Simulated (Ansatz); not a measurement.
# BHF2 (SMILES FBF): methods side by side

The species is BHF2 (4 atoms), meant as a singlet with charge 0. SMILES: `FBF`. The coordinates come from a PBE0-D4/def2-TZVP relaxation.

```xyz
4

F     1.1543    0.4569   -0.3619
B    -0.0019   -0.0310    0.0252
F    -1.0954    0.5287   -0.4389
H    -0.0570   -0.9546    0.7756
```

Quantity: the energy change with the B2–F3 bond stretched from 1.313 to 2.626 Å, in eV. The values are calculated.

| level | kind | program | value (eV) | less FCI/STO-3G |
| --- | --- | --- | --- | --- |
| HF/STO-3G (restricted) | Hartree–Fock | Ansatz | 10.21 | +4.16 |
| BLYP/STO-3G (restricted) | GGA | Ansatz | 7.28 | +1.23 |
| r2SCAN0/STO-3G (restricted) | hybrid meta-GGA | Ansatz | 8.53 | +2.48 |
| CAM-B3LYP/STO-3G (restricted) | range-separated hybrid | Ansatz | 8.57 | +2.52 |
| RPA@PBE/STO-3G (restricted) | RPA | Ansatz | 6.24 | +0.19 |
| MP2/STO-3G (restricted) | perturbation theory | Ansatz | 7.83 | +1.78 |
| CCSD(T)/STO-3G (restricted) | coupled cluster or CI | Ansatz | 6.02 | -0.03 |
| CCSD/STO-3G (restricted) | coupled cluster or CI | Ansatz | 6.17 | +0.12 |
| CCSDT/STO-3G (restricted) | coupled cluster or CI | Ansatz | 6.06 | +0.01 |
| FCI/STO-3G | exact in the basis | Ansatz | 6.05 | 0.00 |

FCI/STO-3G is exact within its basis and frozen core, so for wave-function methods in that basis the difference is their error; functionals converge differently with the basis, so for them it is only a difference. Spin-restricted single references rise too steeply as a bond breaks, Hartree–Fock most of all. Perturbation and coupled-cluster corrections on them can overshoot downwards. The first shape isn't each level's own minimum. The values span 6.02 to 10.21 eV. All rows use very small basis sets, so even the best lies far from the true value.
